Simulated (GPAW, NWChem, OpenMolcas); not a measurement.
**How basis sets differ on CO (SMILES [C-]#[O+])**

CO: 2 atoms, total charge 0, spin state singlet. SMILES: `[C-]#[O+]`. The coordinates come from a PBE0-D4/def2-TZVP relaxation.

```xyz
2

C     0.4799   -0.1551    0.2472
O    -0.4799    0.1551   -0.2472
```

Each level gives the dipole moment (D). The values are calculated.

Measured value to compare with: NIST CCCBDB gives the dipole moment of the gas as 0.11 D.

```
                                             level  kind     program  value (D)  computed − measured  CPU time
PBE/real-space grid (scalar-relativistic datasets)   GGA        GPAW       0.25                +0.14      77 s
                                        PBE/STO-3G   GGA  OpenMolcas       0.60                +0.49       2 s
                                      PBE/def2-SVP   GGA      NWChem       0.38                +0.27     2.1 s
                                   PBE/aug-cc-pVTZ   GGA  OpenMolcas       0.24                +0.13      14 s
```

Nearest: PBE/aug-cc-pVTZ (+0.13 D); farthest: PBE/STO-3G (+0.49 D). The measured dipole is a vibrational average, so differences of a few hundredths of a debye mean little. Magnitudes only: a small dipole may point the other way at some levels. Sets without polarisation functions give poor dipoles. Without the sets that lack polarisation functions the rows with a basis span only 0.24 to 0.38 D. CPU times are rough (shared hosts, several kinds of processor): they show what a rung costs within a factor of a few.
